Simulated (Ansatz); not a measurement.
We consider 2H WS2, described by r²SCAN in Ansatz (PAW).

Settings: plane-wave cutoff 500 eV, 18×18×4 k mesh (along the axes of the cell as run), Fermi–Dirac smearing 0.05 eV, no spin polarisation, scalar-relativistic PAW data made under PBE.

Cell (relaxed at this level):

```xyz
6
Lattice="3.1816 0.0000 0.0000 -1.5908 2.7554 0.0000 0.0000 0.0000 13.0668" Properties=species:S:1:pos:R:3 pbc="T T T"
W      0.0000     1.8369     3.2667
W      1.5908     0.9185     9.8001
S      0.0000     1.8369     8.2406
S      1.5908     0.9185     4.8262
S      1.5908     0.9185     1.7072
S      0.0000     1.8369    11.3596
```

### Question
Give the computed band gap.

### Answer

- band gap: 1.37 eV (on the SCF k mesh)

Measured, for comparison: band gap 1.35 eV (room temperature, not corrected to a static lattice, bulk 2H; as tabulated in Bastos et al. (2019), arXiv:1903.08112).

Note: the cell comes from a level without a dispersion term, which matters for the spacing of layers, chains or molecules; the cell has widely spaced layers and the level no dispersion term, so their spacing and the moduli can rest on weak binding.

Spin–orbit coupling is not included.

Cost on a shared machine: very roughly 5 core-minutes.

Ansatz is a first-principles code.
